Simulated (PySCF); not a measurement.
# Frontier levels across methods

Acetamide, C2H5NO.
SMILES with atom numbers: `[CH3:1][C:2]([NH2:3])=[O:4]` (hydrogens: H5, H6, H7 on C1; H8, H9 on N3)

Cartesian coordinates in Å at the PBE0-D3(BJ)/def2-SVP level; atoms count from 1:
```xyz
9
C2H5NO angstrom
C     -1.0433   -0.2296   -0.2729
C      0.1627    0.0839    0.5867
N      1.3321    0.2578   -0.0864
O      0.0874    0.1707    1.7938
H     -1.4449   -1.2056    0.0352
H     -0.8376   -0.2486   -1.3522
H     -1.8212    0.5187   -0.0653
H      2.1639    0.4656    0.4507
H      1.4010    0.1870   -1.0898
```

Basis pcSseg-2 throughout (PySCF), one geometry. Isolated species at its PBE0-D3(BJ)/def2-SVP geometry, gas phase.

**Question.** How do the orbital energies, the gap and the dipole change with the method?

**Answer.** 
| method | kind | HOMO (eV) | LUMO (eV) | gap (eV) | μ (D) | SCF cycles |
| --- | --- | --- | --- | --- | --- | --- |
| BLYP | GGA | -5.67 | -0.52 | 5.15 | 3.81 | 15 |
| OPBE | GGA | -5.67 | -0.38 | 5.29 | 3.73 | 16 |
| PBE | GGA | -5.74 | -0.46 | 5.28 | 3.78 | 15 |
| B97-D | GGA | -5.76 | -0.33 | 5.43 | 3.80 | 15 |
| BP86 | GGA | -5.85 | -0.49 | 5.36 | 3.80 | 15 |
| LDA | LDA | -5.92 | -0.64 | 5.27 | 3.87 | 15 |
| KT3 | GGA | -5.93 | -0.68 | 5.24 | 3.73 | 15 |
| KT2 | GGA | -5.93 | -0.44 | 5.50 | 3.75 | 16 |
| B97-2 | global hybrid | -7.08 | 0.29 | 7.37 | 3.90 | 13 |
| B3LYP | global hybrid | -7.14 | -0.08 | 7.05 | 3.92 | 15 |
| PBE0 | global hybrid | -7.38 | 0.26 | 7.64 | 3.92 | 13 |
| mPW1PW91 | global hybrid | -7.41 | 0.23 | 7.64 | 3.92 | 14 |
| CAM-B3LYP | range-separated hybrid | -8.88 | 0.89 | 9.77 | 3.99 | 14 |
| BHandHLYP | global hybrid | -9.00 | 0.72 | 9.72 | 4.07 | 13 |
| wB97X-D | range-separated hybrid | -9.30 | 1.98 | 11.28 | 3.96 | 14 |
| LC-wPBE | range-separated hybrid | -10.19 | 2.08 | 12.26 | 3.99 | 15 |
| HF | Hartree–Fock | -11.32 | 2.34 | 13.65 | 4.25 | 11 |

The HOMO spans 5.65 eV, from BLYP down to HF, and the gap runs from 5.15 eV (BLYP) to 13.65 eV (HF). Over the methods BLYP (0 %), OPBE (0 %), PBE (0 %), B97-D (0 %), BP86 (0 %), LDA (0 %), KT3 (0 %), KT2 (0 %), B97-2 (21 %), B3LYP (20 %), PBE0 (25 %), mPW1PW91 (25 %), BHandHLYP (50 %), HF (100 %), a straight line through the gap against the share of exact exchange rises by 0.85 eV for each 10 % (correlation coefficient 0.998). The dipole ranges from 3.73 D (KT3) to 4.25 D (HF). This basis has no diffuse functions.

The vertical ΔSCF ionisation energy at PBE0/def2-SVPD is 9.79 eV; −ε(HOMO) comes closest to it with LC-wPBE (10.19 eV).
